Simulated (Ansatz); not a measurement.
# MgHF (singlet): r2SCANh, wB97M-V, HSE06 over a scan of the scale of all distances, 6-31G

Aim: run MgHF (singlet) with these functionals over a scan of the scale of all distances, and hold them against the top wave-function level at the same points.

The runs use Ansatz 0.2.0, Gaussian basis; 6-31G, all electrons in the functionals.

Plan: r2SCANh, wB97M-V, HSE06, at 0.879; 1.000; 1.119; 1.315; 1.503; 1.773; 2.020; 2.357.

31 further runs of the same task are left out: 13 for a known fault of the program, 13 that didn't finish, 5 set aside as unsound or not needed.

## Step 1: What is computed

The geometry derives from a PBE0/def2-TZVP stationary point (not a proven minimum). All distances are scaled together.

3 atoms, charge 0, spin multiplicity 1.

Atoms are counted from 1 here; the program's logs count them from 0.

Bond lengths: F1–Mg2 1.756 Å, Mg2–H3 1.688 Å. Angles: F1–Mg2–H3 180.0°.

No dispersion term is added; wB97M-V holds VV10 nonlocal correlation. HSE06 is the plane-wave form.

The geometry shown and the zero of energy belong to the point 1.000. The yardstick, FCI, and other wave-function levels (R restricted, U unrestricted, valence and pair active spaces) come from earlier runs.

## Step 2: r2SCANh, 0.879

File in.yaml:

```yaml
crystal:
  periodic: [false, false, false]
  atoms:
    - {symbol: F, position_ang: [0.000000, 0.000000, 1.523395]}
    - {symbol: Mg, position_ang: [0.000000, 0.000000, -0.019953]}
    - {symbol: H, position_ang: [0.000000, 0.000000, -1.503442]}
basis:
  gaussian: {orbitals: 6-31G}
hamiltonian: {xc: {name: r2SCANh}}
```

Launch:

```
$ ansatz run in.yaml --threads 1 --pin off --events-out ev --progress --plain --max-ram 2393MiB
```

After this run come: r2SCANh, 1.000; r2SCANh, 1.119; r2SCANh, 1.315; r2SCANh, 1.503; r2SCANh, 1.773; r2SCANh, 2.020; r2SCANh, 2.357; wB97M-V, 0.879; wB97M-V, 1.000; wB97M-V, 1.119; wB97M-V, 1.315; wB97M-V, 1.503; wB97M-V, 1.773; wB97M-V, 2.020; wB97M-V, 2.357; HSE06, 0.879; HSE06, 1.000; HSE06, 1.119; HSE06, 1.315; HSE06, 1.503; HSE06, 1.773; HSE06, 2.020; HSE06, 2.357.

Q: Predict the results of all the runs planned. Wanted: span of the FCI curve; largest miss, r2SCANh; largest miss, wB97M-V; largest miss, HSE06.

As calculated:

```
             quantity                   value
span of the FCI curve          135.3 kcal/mol
largest miss, r2SCANh  +15.0 kcal/mol (2.357)
largest miss, wB97M-V  +20.4 kcal/mol (2.357)
  largest miss, HSE06  +11.1 kcal/mol (2.357)
```

In words: Of the functionals, HSE06 keep the smallest largest miss at the points compared (at most 11.1 kcal/mol) and wB97M-V strays most (20.4 kcal/mol, at 2.357). r2SCANh, wB97M-V, HSE06 clearly break the spin symmetry at some points (⟨S²⟩ up to 1.02 above the pure value), so energy there is bought with a mixed spin. Functionals and the yardstick converge differently with the basis, so part of each miss in 6-31G is the basis.
